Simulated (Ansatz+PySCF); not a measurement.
Two shapes of doublet C₂H₂N.

Shape 1:

```xyz
5

C     0.0000    0.0000   -0.8006
N     0.0000    0.0000   -2.0192
C     0.0000    0.0000    0.5777
H     0.0000   -0.9352    1.1210
H     0.0000    0.9352    1.1210
```

Shape 2:

```xyz
5

C     0.1873    0.0000    0.0000
N     1.3559    0.0000    0.0000
C    -1.1910    0.0000    0.0000
H    -1.7343    0.9352    0.0000
H    -1.7343   -0.9352    0.0000
```

Basis set: cc-pVTZ (spherical functions). Correlated methods keep 3 orbitals frozen. Correlation on ROHF uses semicanonical orbitals with singles. Charge 0, multiplicity 2.

Computed with Ansatz (development build ahead of 0.2.0) and PySCF 2.14.0; each method stands on the lowest determinant of its kind that the runs found.

(1) Which shape is lower in energy, and by how much in each method?

Results:

(1)

| method | E(2) − E(1) (eV) |
| --- | --- |
| ROHF | -0.360 |
| UHF | -0.173 |
| ROHF-MP2 | -0.038 |
| UHF-MP2 | -0.365 |
| ROHF-CCSD(T) | -0.079 |

Shape 2 is lower. Caution for ROHF, ROHF-MP2, ROHF-CCSD(T): an unrestricted determinant lies well below. Caution for UHF, UHF-MP2: the unrestricted determinant is spin contaminated. Caution for ROHF-MP2, UHF-MP2: forces differ strongly between restricted and unrestricted references.
